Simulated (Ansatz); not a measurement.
HNC, singlet along the scale of all distances

Starting geometry (PBE0/def2-TZVP stationary point for this spin, not checked as a minimum):

```xyz
3

N     0.0000    0.0000    0.0555
C     0.0000    0.0000   -1.1080
H     0.0000    0.0000    1.0525
```

From there all distances are scaled together; atoms are numbered as listed. Energies are in eV, counted from the starting geometry at the same level.

Basis 6-31G; Ansatz 0.2.0. Correlated methods freeze the noble-gas cores. Active spaces: valence = (10e, 9o) chosen from the atoms' valence shells.

Runs in a small pair space aren't shown, since their orbitals change along the scan. The reference follows the lowest state, whose symmetry changes along the scan.

Full CI is exact within this basis and frozen core; it isn't the basis-set limit.

```tsv
scale of all distances	NEVPT2 (valence space)
0.879	2.736
1.000	0.000
1.098	0.297
1.322	3.634
1.471	5.971
1.718	8.745
2.008	10.153
2.383	10.498
```

Question: Estimate the full CI curve in 6-31G from this one, knowing how NEVPT2 (valence space) errs.

Answer: The computed full CI values, in eV from the starting point, and the error of NEVPT2 (valence space) against them:
```tsv
scale of all distances	full CI	NEVPT2 (valence space) less full CI
0.879	2.735	0.001
1.000	0.000	0.000
1.098	0.300	-0.003
1.322	3.636	-0.002
1.471	5.955	0.016
1.718	8.671	0.074
2.008	10.031	0.122
2.383	10.383	0.114
```

The error spans 0.125 eV and is largest, 0.122 eV, at 2.008.
